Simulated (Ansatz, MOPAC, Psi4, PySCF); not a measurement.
System: CHO, charge 0, multiplicity 2. SMILES: [CH]=O
Coordinates optimised at B3LYP-D3(BJ)/def2-TZVP (Ansatz, a first-principles code):
```
C
O 1 1.1718
H 1 1.1249 2 124.43
```
Charge 0, spin multiplicity 2.

Wanted: size of the dipole moment, in D. Conventions: 6-31G* and kin with 6d, 5d where marked; open shells spin-unrestricted; LANL2DZ all-electron up to Ne; no spin-orbit coupling; non-relativistic; no dispersion term unless named. Ab initio and DFT rows: single points at B3LYP-D3(BJ) geometries (Ansatz). Semi-empirical rows: dipoles at the shared geometry.

| level | program | size of the dipole moment (D) |
|---|---|---|
| AM1 | MOPAC | 1.70 |
| PBE/LANL2DZ | Ansatz | 1.74 |
| BP86/def2-SVP | PySCF | 1.38 |
| B3LYP/6-31+G* | Ansatz | 1.73 |
| B3LYP/def2-SVP | Ansatz | 1.51 |
| wB97X-D/6-31G* | Psi4 | 1.64 |

No value to compare with is used here. The 6 habitual levels span 1.38 (BP86/def2-SVP) to 1.74 D (PBE/LANL2DZ).

The levels are drawn from those run, B3LYP/6-31G* more often than the rest, none by its result; runs whose electronic state is in doubt are left out.
